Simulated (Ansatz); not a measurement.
## hcp Co

Method: LDA (Ansatz, a quantum-chemistry and plane-wave program, PAW).

Settings: plane-wave cutoff 500 eV, 30×30×1 k mesh (along the axes of the cell as run), Fermi–Dirac smearing 0.1 eV, scalar-relativistic PAW data made under PBE.

Cell: relaxed at this level.

- surface energy of the (0001) face = 2.77 J/m²
- work function of the (0001) face = 5.41 eV

The slab of 8 atoms is relaxed and unreconstructed.

Cost on a shared machine: very roughly 40 core-minutes.
